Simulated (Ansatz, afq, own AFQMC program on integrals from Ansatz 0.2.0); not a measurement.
**Where AFQMC and coupled cluster stand for NaH2⁻, singlet**

```xyz
3

Na    0.0000    0.0000    0.4201
H     0.0000    0.0000   -2.9059
H     0.0000    0.0000    2.4858
```

Basis aug-cc-pVDZ. Only valence electrons are correlated. Ansatz 0.2.0 and our own AFQMC program on the same integrals; the CISD trial comes from CCSD amplitudes, and released means the phaseless constraint is let go. Uncertainties: one standard error, sampling alone.

Determinant: RHF, the one that the program's search chose, which needn't be the lowest solution. The geometry is a point of a scan.

Full CI on the same integrals is exact in this basis and with this determinant's frozen core.

Cautions: higher spins were not checked; raised T1 diagnostic (T1 0.021, weight of the determinant 0.92, largest double 0.06).

The T1 diagnostic is 0.0208, the weight of the determinant in the CISD state is 0.916 and the size of the correlated space is 4 electrons in 40 orbitals.

Reference: full CI, correlation energy -1.958 eV. The released energy is read at 2.40 1/Eh (meV from the phaseless value at times in 1/Eh: -0.7 ± 0.8 at 0.24, -0.8 ± 0.8 at 0.51, -2.3 ± 1.1 at 0.99, -2.3 ± 0.9 at 1.62, -1.4 ± 0.6 at 2.40).

```tsv
level	E − E(reference) (meV)	share of correlation (%)
HF	1958.0	0.00
MP2	592.6	69.74
CCSD	7.8	99.60
CCSD(T)	3.1	99.84
CCSDT	0.5	99.98
CCSDT(Q)	0.2	99.99
ph-AFQMC/CISD	1.2 ± 1.1	99.94
released AFQMC	-0.1 ± 0.6	100.01
```

CCSDT and higher add their correlation energy to the determinant of the CCSD(T) run, since their own runs factorise the integrals more tightly (a shift of under 2 meV). A walk keeps the symmetry of its determinant, which the program's search chose and which needn't be the lowest solution, so a lower state of the same spin and another symmetry isn't excluded. Released energies are given only where the last usable release times agree within the noise; a slower fall can still hide under it.
